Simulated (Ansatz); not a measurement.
# C2H2B radical (SMILES [BH]C#C): a relaxed scan of the bond length B1–H4

One table from this session's results is given with a row withheld; the runs are named, their logs left out.

Program: Ansatz 0.2.0, Gaussian basis. Level of theory: single points in def2-TZVPP. These are calculated values, not measurements.

Levels: PBE-D4, r2SCAN-D4, PBE0-D4, B3LYP-D4, wB97M-V, Hartree-Fock, MP2, CCSD, CCSD(T). The scan takes 1.039, 1.080, 1.141, 1.211, 1.289, 1.373, 1.462, 1.556, 1.653 Å.

Cores are frozen in the correlated methods. Orbitals are unrestricted. B3LYP uses VWN-RPA correlation.

18 further runs of the same task are left out: 18 set aside as unsound or not needed.

### Where the work starts

SMILES `[BH]C#C`, 5 atoms, charge 0, spin multiplicity 2.

Atoms are counted from 1 here; the program's logs count them from 0.

Bond lengths: B1–C2 1.407 Å, B1–H4 1.144 Å, C2–C3 1.237 Å, C3–H5 1.050 Å. Angles: C2–B1–H4 177.4°, B1–C2–C3 179.8°, C2–C3–H5 178.2°.

Coordinates:

```
B    -0.8965    0.7264   -0.6423
C     0.0560   -0.0384    0.0563
C     0.8894   -0.7131    0.6730
H    -1.6523    1.3279   -1.2554
H     1.6034   -1.3028    1.1685
```

Set-up of the first run:

relax/in.yaml

```yaml
crystal:
  periodic: [false, false, false]
  atoms:
    - {symbol: B, position_ang: [-0.896500, 0.726440, -0.642340]}
    - {symbol: C, position_ang: [0.055980, -0.038390, 0.056320]}
    - {symbol: C, position_ang: [0.889440, -0.713130, 0.672970]}
    - {symbol: H, position_ang: [-1.652290, 1.327860, -1.255440]}
    - {symbol: H, position_ang: [1.603370, -1.302770, 1.168490]}
basis:
  gaussian: {orbitals: def2-TZVP}
magnetization: {spin_polarized: true, initial_magnetization: 1}
hamiltonian: {xc: pbe0, dispersion: d4}
relax: {f_tol: 0.005, max_steps: 200}
```

No record of the launch command was kept for these runs.

Steps of the session up to this table: Relaxation at PBE0-D4; The minimum at every level; B1–H4 = 1.039 Å; B1–H4 = 1.080 Å; B1–H4 = 1.141 Å; B1–H4 = 1.211 Å; B1–H4 = 1.289 Å; B1–H4 = 1.373 Å; B1–H4 = 1.462 Å; B1–H4 = 1.556 Å; B1–H4 = 1.653 Å.

One of the session's tables, all rows but one given; the rest of the session is left out.

Energies less that of the minimum at the same level (eV):

| bond length (Å) | PBE-D4 | PBE0-D4 | B3LYP-D4 | wB97M-V | Hartree-Fock |
| --- | --- | --- | --- | --- | --- |
| 1.039 | 0.336 | 0.323 | 0.298 | 0.294 | 0.325 |
| 1.080 | 0.161 | 0.151 | 0.135 | 0.132 | 0.151 |
| 1.141 | 0.025 | 0.021 | 0.015 | 0.014 | 0.020 |
| 1.181 (minimum) | 0.000 | 0.000 | 0.000 | 0.000 | 0.000 |
| 1.211 | ? | ? | ? | ? | ? |
| 1.289 | 0.109 | 0.124 | 0.135 | 0.139 | 0.134 |
| 1.373 | 0.313 | 0.342 | 0.356 | 0.366 | 0.367 |
| 1.462 | 0.588 | 0.635 | 0.646 | 0.670 | 0.686 |
| 1.556 | 0.919 | 0.987 | 0.991 | 1.030 | 1.070 |
| 1.653 | 1.279 | 1.371 | 1.367 | 1.416 | 1.488 |

**Question.** Estimate the row for bond length (Å) = 1.211.

**Answer.** PBE-D4: 0.007; PBE0-D4: 0.011; B3LYP-D4: 0.015; wB97M-V: 0.016; Hartree-Fock: 0.013.

Caveats from the session: The unrestricted reference is spin-contaminated, which hurts MP2 most.
